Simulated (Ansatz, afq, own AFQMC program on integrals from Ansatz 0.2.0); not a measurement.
Ta, quartet: AFQMC among the cluster methods

A free Ta atom.

Basis def2-TZVPP with its core potentials. Noble-gas cores (and the filled d shells of Ga–Kr and In–Xe) are frozen. Ansatz 0.2.0 and our own AFQMC program on the same integrals; the CISD trial comes from CCSD amplitudes, and released means the phaseless constraint is let go. Uncertainties: one standard error, sampling alone. No spin–orbit coupling. The metal's outer-core s and p shells are frozen, which shifts wave-function levels against functionals.

Determinant: UHF, the one that the program's search chose, which needn't be the lowest solution.

Full CI on the same integrals is exact in this basis and with this determinant's frozen core.

Cautions: no spin-orbit coupling; outer-core shells of the metal frozen; the released energies have errors that jump between times, so the bars are unsure, so no released level is given (meV from the phaseless value at times in 1/Eh: -5.3 ± 1.4 at 0.24, -1398 ± 1387 at 0.50, -18.1 ± 1.5 at 1.00, -19 ± 4 at 1.50).

```
T1 diagnostic                               : 0.0239
weight of the determinant in the CISD state : 0.906
⟨S²⟩ of the determinant                     : 3.777
size of the correlated space                : 5 electrons in 52 orbitals
```

Reference: full CI, correlation energy -2.378 eV.

```csv
level,E − E(reference) (mEh),share of correlation (%)
HF,87.37,0.00
MP2,19.62,77.55
CCSD,6.24,92.85
CCSD(T),1.80,97.93
CCSDT,0.33,99.62
CCSDT(Q),0.07,99.92
ph-AFQMC/HF,8.19 ± 0.48,90.63
ph-AFQMC/CISD,1.78 ± 0.08,97.97
```

CCSDT and higher add their correlation energy to the determinant of the CCSD(T) run, since their own runs factorise the integrals more tightly (a shift of under 2 meV).
